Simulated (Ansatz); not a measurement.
The inner images of a band of CH$_{6}$Si (8 atoms, charge 0, multiplicity 1) are given out of order.

Level of theory: Ansatz, RKS PBE0-D4/6-31G*.

Image 0:

```xyz
8
Properties=species:S:1:pos:R:3
Si 0.380 0.011 0.051
C 0.873 -0.012 1.866
H -0.006 -0.126 2.509
H 1.554 -0.844 2.075
H 1.379 0.917 2.146
H 1.579 0.162 -0.823
H -0.545 1.146 -0.234
H -0.312 -1.255 -0.328
```

Image 8:

```xyz
8
Properties=species:S:1:pos:R:3
Si 0.151 0.016 -0.914
C 1.211 0.014 1.762
H 0.155 -0.178 1.951
H 1.821 -0.793 2.172
H 1.503 0.979 2.179
H 1.451 0.052 0.672
H -0.745 1.053 -0.241
H -0.645 -1.143 -0.319
```

Task: Put them in order from the first end to the last, with their energies above the first end.
A.
```xyz
8
Properties=species:S:1:pos:R:3
Si 0.276 0.016 -0.285
C 0.941 -0.002 1.684
H 0.016 -0.141 2.221
H 1.639 -0.823 1.901
H 1.420 0.946 1.967
H 1.681 0.112 0.076
H -0.632 1.167 -0.099
H -0.437 -1.275 -0.203
```
B.
```xyz
8
Properties=species:S:1:pos:R:3
Si 0.338 0.007 0.052
C 0.857 -0.016 1.836
H 0.022 -0.148 2.523
H 1.583 -0.824 1.968
H 1.369 0.929 2.046
H 1.670 0.144 -0.595
H -0.568 1.159 -0.235
H -0.367 -1.252 -0.333
```
C.
```xyz
8
Properties=species:S:1:pos:R:3
Si 0.268 0.022 -0.471
C 0.999 0.005 1.671
H 0.025 -0.139 2.135
H 1.659 -0.827 1.923
H 1.430 0.958 1.984
H 1.591 0.100 0.264
H -0.634 1.143 -0.071
H -0.434 -1.262 -0.173
```
D.
```xyz
8
Properties=species:S:1:pos:R:3
Si 0.314 0.008 0.009
C 0.866 -0.014 1.777
H 0.011 -0.147 2.425
H 1.598 -0.820 1.907
H 1.384 0.931 1.982
H 1.737 0.137 -0.356
H -0.601 1.171 -0.189
H -0.406 -1.266 -0.293
```
E.
```xyz
8
Properties=species:S:1:pos:R:3
Si 0.195 0.021 -0.804
C 1.156 0.021 1.695
H 0.098 -0.122 1.909
H 1.731 -0.827 2.066
H 1.499 0.970 2.105
H 1.439 0.072 0.601
H -0.695 1.048 -0.110
H -0.520 -1.183 -0.200
```
F.
```xyz
8
Properties=species:S:1:pos:R:3
Si 0.247 0.023 -0.631
C 1.078 0.015 1.645
H 0.055 -0.130 2.016
H 1.685 -0.829 1.964
H 1.452 0.966 2.016
H 1.486 0.085 0.476
H -0.648 1.106 -0.064
H -0.453 -1.236 -0.161
```
G.
```xyz
8
Properties=species:S:1:pos:R:3
Si 0.294 0.011 -0.107
C 0.893 -0.009 1.715
H 0.007 -0.143 2.311
H 1.616 -0.820 1.893
H 1.402 0.935 1.963
H 1.741 0.124 -0.123
H -0.622 1.178 -0.143
H -0.429 -1.277 -0.247
```

Result: B (+0.10 eV), D (+0.51 eV), G (+1.42 eV), A (+2.59 eV), C (+3.11 eV), F (+2.65 eV), E (+2.29 eV).

Run time: 110 s on 1 thread of Arm Neoverse V1, with other jobs on the host, peak memory 0.097 GiB.
